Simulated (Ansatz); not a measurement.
**Reading a saddle point**

A first-order saddle point of Si$_{2}$H$_{8}$O, closed shell, PBE0-D4/def2-TZVP, with one imaginary mode of 568i cm⁻¹:

Si1  (-0.161, 0.763, -0.981)
O2  (0.015, 1.532, 0.687)
H3  (1.065, 0.216, -1.608)
H4  (-1.434, 0.111, -1.368)
H5  (-0.276, 2.146, -1.558)
H6  (0.241, 0.584, 1.094)
Si7  (-0.002, -1.471, 0.654)
H8  (0.622, 2.279, 0.821)
H9  (1.098, -1.970, 1.546)
H10  (0.112, -2.289, -0.594)
H11  (-1.278, -1.903, 1.307)
(Å)

Computed with Ansatz 0.2.0 (basis: def2-TZVPP and def2-QZVPP); correlated methods freeze the cores. Extrapolation: Hartree–Fock as exp(−7.88 √X), correlation as X^−2.97.

Problem. Which contacts change along the imaginary mode, and what lies on either side? (A judgement: the text doesn't fix the answer.)

Solution. By the calculation: The step is SiH₄O ([OH][SiH3]) + SiH₄ → Si₂H₆ ([SiH3][SiH3]) + H₂O, with the molecules in contact on both sides. Shortening one way: Si1–Si7, O2–H6; lengthening the same way: Si1–O2, H6–Si7.
```csv
pair,one side (Å),saddle (Å),other side (Å)
Si1–Si7,4.02,2.77,2.34
O2–H6,3.17,1.06,0.96
Si1–O2,1.65,1.84,3.12
H6–Si7,1.48,2.12,3.65
```

Problem. Which side is lower, and how far does the saddle lie above each? (Judge from chemistry; the value comes from the calculation.)

Solution. Computed: The side with Si1–O2, H6–Si7 short is lower by 0.782 eV; the saddle lies 2.712 eV above it and 1.930 eV above the other (CCSD(T) at an estimated basis limit (MP2 extrapolated from triple and quadruple zeta, plus CCSD(T) − MP2 in triple zeta); electronic energies).

The T1 diagnostic stays at or below 0.014.

Labels in which every atom is bracketed show which atoms are joined, not bond orders.

For scale, one of the runs: CCSD(T)/def2-TZVPP, 227 basis functions, launched by `ansatz run in.yaml --threads 4 --pin off --events-out ev --progress --plain --max-ram 9574MiB`. The run took 68 s on 4 CPU threads of an Intel Xeon (shared host), with 3.5 GiB of host memory at its peak.
